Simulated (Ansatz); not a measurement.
bcc Fe, treated with r²SCAN (Ansatz, a program for electronic structure, plane waves, PAW).

Settings: plane-wave cutoff 500 eV, 20×20×1 k mesh (along the axes of the cell as run), Fermi–Dirac smearing 0.1 eV, scalar-relativistic PAW data made under PBE.

Q: Estimate the surface energy of the (100) face and work function of the (100) face that the calculation returns.

A: 
* **surface energy of the (100) face**: 2.35 J/m²
* **work function of the (100) face**: 3.74 eV

The slab of 10 atoms is relaxed and unreconstructed.

The computed numbers hold no vibrational or temperature effects.

Computing time: around 30 core-minutes (rough).
